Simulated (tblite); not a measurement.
Compound: C5H10N (doublet state).
Bonds: C1–C2, C2–N3, N3–C4, C4–C5, C5–C6, N3–C6. Hydrogens: H7, H8, H9 on C1; H10, H11 on C2; H12 on C4; H13, H14 on C5; H15, H16 on C6.

Computed with GFN2-xTB (tblite), gas phase: L-BFGS steps from a force-field or distance-geometry start until the largest atomic force falls under 0.01 eV/Å.

Step 37: E = -507.1414 eV
```
atom  x, y, z in Å  |  force x, y, z in eV/Å
C1      2.2139   -0.0171    0.0752   -0.001   0.000  -0.021
C2      1.0177    0.5158   -0.7035   -0.040   0.003  -0.002
N3     -0.1875    0.3919    0.0686   -0.035  -0.050  -0.018
C4     -1.4387    0.9328   -0.2618    0.006   0.023   0.038
C5     -2.1706   -0.2449    0.3098    0.009  -0.006  -0.008
C6     -0.7782   -0.8884    0.4320   -0.042  -0.023   0.024
H7      2.3437    0.5304    1.0052   -0.010   0.011  -0.018
H8      2.0655   -1.0684    0.3090    0.021  -0.014   0.018
H9      3.1130    0.0811   -0.5261    0.051   0.006   0.031
H10     1.1487    1.5748   -0.9382    0.017   0.020  -0.005
H11     0.9365   -0.0379   -1.6552   -0.011   0.012  -0.020
H12    -1.6568    1.9807   -0.1566    0.013   0.024  -0.037
H13    -2.8513   -0.7520   -0.3768   -0.012   0.015   0.024
H14    -2.6872   -0.0846    1.2608    0.022  -0.017  -0.023
H15    -0.4890   -1.2125    1.4344    0.002  -0.038  -0.027
H16    -0.5874   -1.6928   -0.2881    0.011   0.034   0.043
```

Step 38: E = -507.1421 eV
```
atom  x, y, z in Å  |  force x, y, z in eV/Å
C1      2.2119   -0.0162    0.0771    0.016   0.000  -0.011
C2      1.0189    0.5148   -0.7076   -0.036   0.002   0.017
N3     -0.1872    0.3904    0.0633   -0.048  -0.037  -0.017
C4     -1.4393    0.9324   -0.2617   -0.006   0.018   0.027
C5     -2.1706   -0.2441    0.3134    0.007   0.001  -0.006
C6     -0.7781   -0.8888    0.4287   -0.050  -0.033   0.021
H7      2.3358    0.5309    1.0077   -0.022   0.013   0.000
H8      2.0658   -1.0682    0.3087    0.016  -0.016   0.021
H9      3.1162    0.0855   -0.5151    0.053   0.005   0.002
H10     1.1506    1.5739   -0.9416    0.011   0.015  -0.011
H11     0.9423   -0.0406   -1.6583   -0.020   0.016  -0.023
H12    -1.6581    1.9803   -0.1597    0.021   0.028  -0.034
H13    -2.8586   -0.7487   -0.3691    0.017   0.017   0.033
H14    -2.6821   -0.0837    1.2674    0.028  -0.011  -0.024
H15    -0.4823   -1.2168    1.4275   -0.006  -0.028  -0.005
H16    -0.5928   -1.6921   -0.2922    0.019   0.009   0.009
```

Task: Estimate the geometry and energy of step 39. (The exact step hangs on the optimiser's Hessian estimate; all steps are aligned on step 38, rigid shifts and turns removed.)

Result: E = -507.1427 eV, largest force 0.050 eV/Å
```
atom  x, y, z in Å  |  force x, y, z in eV/Å
C1      2.2103   -0.0153    0.0790    0.024   0.001  -0.001
C2      1.0195    0.5139   -0.7113   -0.017  -0.001   0.021
N3     -0.1880    0.3879    0.0567   -0.037  -0.012  -0.007
C4     -1.4403    0.9324   -0.2618   -0.015   0.009   0.013
C5     -2.1705   -0.2432    0.3169   -0.001   0.006   0.001
C6     -0.7788   -0.8898    0.4255   -0.037  -0.029   0.009
H7      2.3273    0.5315    1.0107   -0.029   0.011   0.007
H8      2.0660   -1.0682    0.3089    0.015  -0.008   0.018
H9      3.1200    0.0898   -0.5045    0.038   0.004  -0.013
H10     1.1525    1.5732   -0.9452    0.000   0.003  -0.008
H11     0.9482   -0.0426   -1.6620   -0.026   0.019  -0.021
H12    -1.6586    1.9805   -0.1620    0.028   0.028  -0.030
H13    -2.8650   -0.7459   -0.3605    0.028   0.013   0.026
H14    -2.6760   -0.0825    1.2736    0.024  -0.004  -0.011
H15    -0.4760   -1.2207    1.4209   -0.016  -0.020   0.014
H16    -0.5981   -1.6920   -0.2962    0.020  -0.020  -0.020
```

The energy changes by -0.0006 eV. The first-order estimate −F·Δx gives -0.0008 eV and the mean of the old and new forces, exact on a quadratic surface, -0.0006 eV. The step makes an angle of 79° with the force vector and moves no atom by more than 0.012 Å.

The cost below is that of the whole relaxation. Time: 0.26 s. Hardware: an Arm Neoverse V2 with one thread, on a shared host.
